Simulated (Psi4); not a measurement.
# wB97M-V/cc-pVTZ run of C2HF (fluoroacetylene)

What is the vertical ionisation energy of C2HF (fluoroacetylene) at wB97M-V/cc-pVTZ? 

The results are computed with Psi4 1.11.

2 further runs of the same task are left out: 2 set aside as unsound or not needed.

## (1) The structure to begin with

C2HF has 4 atoms, charge 0, and is taken as a singlet. As SMILES, `C#CF`. The shape is that of a PBE0-D4/def2-TZVP optimisation.

Bond lengths: C1–C2 1.192 Å, C2–F3 1.270 Å, C1–H4 1.063 Å. Angles: C1–C2–F3 180.0°, C2–C1–H4 180.0°.

## (2) A single-point energy at wB97M-V/cc-pVTZ

File input.in:

```
memory 2200 mb

molecule {
  0 1
  C     -0.361030     0.453110    -0.290220
  C      0.303270    -0.380840     0.243810
  F      1.010600    -1.269010     0.812300
  H     -0.952830     1.196740    -0.765890
  symmetry c1
  no_reorient
  no_com
}

set {
  basis cc-pVTZ
  puream true
  e_convergence 1e-09
  d_convergence 1e-08
  scf_type pk
  dft_radial_points 99
  dft_spherical_points 590
}

energy("wb97m-v")
```

Run with:

```
psi4 -i input.in -o input.out -n 1
```

input.out:

```text
[...]
  Running in c1 symmetry.
[...]
  Nuclear repulsion =   55.832094169203373
[...]
  Multiplicity = 1
[...]
  Nalpha       = 11
  Nbeta        = 11
[...]
    Number of basis functions: 104
[...]
   @RKS iter   1:  -176.43899518616621   -5.15414e-01   5.05513e-03 DIIS/ADIIS
[...]
   @RKS iter  10:  -176.55814379600787   -2.50679e-11   6.88841e-09 DIIS
[...]
    Orbital Energies [Eh]
    ---------------------
    Doubly Occupied:
       1A    -24.986369     2A    -10.439352     3A    -10.352825
       4A     -1.439830     5A     -0.893455     6A     -0.751627
       7A     -0.640050     8A     -0.640050     9A     -0.636439
      10A     -0.388209    11A     -0.388209
[...]
  @RKS Final Energy:  -176.55814379600787
   => Energetics <=
    Nuclear Repulsion Energy =             55.8320941692033728
    One-Electron Energy =                -351.9090458545232991
    Two-Electron Energy =                 135.0160131638812402
    DFT Exchange-Correlation Energy =     -15.5883872215907822
    Empirical Dispersion Energy =           0.0000000000000000
    VV10 Nonlocal Energy =                  0.0911819470216213
    Total Energy =                       -176.5581437960078688
[...]
 Multipole Moments:
 ------------------------------------------------------------------------------------
     Multipole            Electronic (a.u.)      Nuclear  (a.u.)        Total (a.u.)
 ------------------------------------------------------------------------------------
 L = 1.  Multiply by 2.5417464519 to convert [e a0] to [Debye]
 Dipole X            :        -14.8471762           14.7323238           -0.1148524
 Dipole Y            :         18.6462617          -18.5017983            0.1444635
 Dipole Z            :        -11.9339865           11.8416853           -0.0923012
 Magnitude           :                                                    0.2063499
[...]
```

Run time: 2.1 min. Hardware: 1 thread of Intel Xeon at 2.50GHz (Skylake/Cascade Lake), shared host; peak memory 1 GiB.

## (3) The doublet cation, same level

File input.inp:

```
memory 2200 mb

molecule {
  1 2
  C     -0.361030     0.453110    -0.290220
  C      0.303270    -0.380840     0.243810
  F      1.010600    -1.269010     0.812300
  H     -0.952830     1.196740    -0.765890
  units angstrom
  symmetry c1
}

set reference uks
set puream true
set e_convergence 1e-09
set d_convergence 1e-08
set scf_type pk
set dft_radial_points 99
set dft_spherical_points 590
set maxiter 100

E, wfn = energy("wb97m-v/cc-pVTZ", return_wfn=True)
```

Run with:

```
psi4 -n 1 input.inp input.out
```

input.out:

```text
[...]
  Running in c1 symmetry.
[...]
  Nuclear repulsion =   55.832094169203366
[...]
  Multiplicity = 2
[...]
  Nalpha       = 11
  Nbeta        = 10
[...]
    Number of basis functions: 104
[...]
   @UKS iter   1:  -176.07589802837825   -1.52316e-01   3.69713e-03 ADIIS/DIIS
[...]
   @UKS iter  13:  -176.14855891255831   -3.65503e-11   8.20971e-09 DIIS
[...]
   @S^2 Observed:                7.520001452E-01
[...]
    Orbital Energies [Eh]
    ---------------------
    Alpha Occupied:
       1A    -25.312730     2A    -10.821463     3A    -10.738845
       4A     -1.751631     5A     -1.276794     6A     -1.061993
       7A     -0.965362     8A     -0.957528     9A     -0.944153
      10A     -0.759213    11A     -0.734836
    Alpha Virtual:
      12A     -0.190310    13A     -0.170247    14A     -0.151490
      15A     -0.077212    16A      0.008213    17A      0.087370
      18A      0.099201    19A      0.112193    20A      0.184106
      21A      0.194419    22A      0.247210    23A      0.317813
      24A      0.342882    25A      0.343515    26A      0.463255
[...]
  @UKS Final Energy:  -176.14855891255831
   => Energetics <=
    Nuclear Repulsion Energy =             55.8320941692033657
    One-Electron Energy =                -344.5508832468295282
    Two-Electron Energy =                 127.8914542305887636
    DFT Exchange-Correlation Energy =     -15.4095467053035140
    Empirical Dispersion Energy =           0.0000000000000000
    VV10 Nonlocal Energy =                  0.0883226397826084
    Total Energy =                       -176.1485589125583431
[...]
 Multipole Moments:
 ------------------------------------------------------------------------------------
     Multipole            Electronic (a.u.)      Nuclear  (a.u.)        Total (a.u.)
 ------------------------------------------------------------------------------------
 L = 1.  Multiply by 2.5417464519 to convert [e a0] to [Debye]
 Dipole X            :          1.0137042           -1.8442565           -0.8305523
 Dipole Y            :         -1.2731118            2.3160865            1.0429747
 Dipole Z            :          0.8148438           -1.4823992           -0.6675553
 Magnitude           :                                                    1.4910544
[...]
```

Run time: 2.9 min. Hardware: 1 thread of Intel Xeon at 2.50GHz (Skylake/Cascade Lake), shared host; peak memory 1.1 GiB.

## (4) What came out

Level: wB97M-V/cc-pVTZ.

```
                                          quantity          value
                        singlet C2HF: total energy  -176.55814 Eh
                       singlet C2HF: dipole moment         0.52 D
                         singlet C2HF: HOMO energy      -10.56 eV
                         singlet C2HF: LUMO energy        3.10 eV
                       singlet C2HF: HOMO–LUMO gap       13.66 eV
                      doublet cation: total energy  -176.14856 Eh
doublet cation: HOMO energy (highest over α and β)      -19.55 eV
 doublet cation: LUMO energy (lowest over α and β)      -11.71 eV
                              doublet cation: ⟨S²⟩          0.752
vertical ionisation energy (to the doublet cation)      11.145 eV
```

In words: The vertical ionisation energy comes to 11.15 eV (257 kcal/mol). The negative HOMO energy of the first species, 10.56 eV, lies 0.58 eV below that difference.
